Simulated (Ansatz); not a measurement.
Geometry optimisation, Ansatz 0.2.0, RKS B3LYP-D4/def2-SVP.

input.yaml

```yaml
crystal:
  periodic: [false, false, false]
  atoms:
    - { symbol: Al, position_ang: [0.0, 0.0, 0.0] }
    - { symbol: H, position_ang: [0.0, 0.0, 1.91] }
    - { symbol: H, position_ang: [1.351, 0.0, -0.78] }
    - { symbol: H, position_ang: [-1.351, 0.0, -0.78] }
    - { symbol: F, position_ang: [0.0832, -1.8866, 0.6275] }
    - { symbol: H, position_ang: [0.0446, -1.0119, 1.7645] }
basis:
  gaussian: { orbitals: def2-SVP }
hamiltonian:
  xc: b3lyp
  dispersion: d4
relax:
  f_tol: 0.15
  max_steps: 25
  restrain:
    - { distance: [0, 4], at: 2.89, k: 30.0 }
    - { distance: [5, 1], at: 1.86, k: 30.0 }
    - { distance: [0, 1], at: 1.56, k: 30.0 }
    - { distance: [5, 4], at: 0.92, k: 30.0 }
```

Command:

```bash
$ ansatz run input.yaml --threads 1 --pin off --max-ram 2048MiB --backend cpu --events-out ev --progress --plain --runs-dir out
```

Problem. Where does it end, and by what steps?

Solution. It converged. The restraints hold the end off the free minimum. After 5 steps the energy has fallen by 0.276 eV (the restraints' own energy left out); F5 moved furthest, 0.73 Å. Parted: Al1–F5 (1.99 → 2.88 Å). Joined: F5–H6 (1.44 → 0.93 Å).

```json
{"step": "0", "energy less start (eV)": "0.0000", "largest force component (eV/Å)": "3.686", "accepted": "yes"}
{"step": "1", "energy less start (eV)": "0.3169", "largest force component (eV/Å)": "2.912", "accepted": "yes"}
{"step": "2", "energy less start (eV)": "-0.0706", "largest force component (eV/Å)": "2.153", "accepted": "yes"}
{"step": "3", "energy less start (eV)": "0.0129", "largest force component (eV/Å)": "2.160", "accepted": "yes"}
{"step": "4", "energy less start (eV)": "-0.2053", "largest force component (eV/Å)": "0.941", "accepted": "yes"}
{"step": "5", "energy less start (eV)": "-0.2757", "largest force component (eV/Å)": "0.407", "accepted": "yes"}
```

```xyz
6
Properties=species:S:1:pos:R:3
Al -0.011 0.242 -0.080
H 0.010 0.197 1.491
H 1.383 0.339 -0.843
H -1.402 0.289 -0.844
F 0.056 -2.334 1.203
H 0.092 -1.632 1.815
```

The run took 8.7 s on 1 thread of Intel(R) Xeon(R) Platinum 8259CL CPU @ 2.50GHz (Skylake/Cascade Lake), with other jobs on the host, peak memory 0.12 GiB.
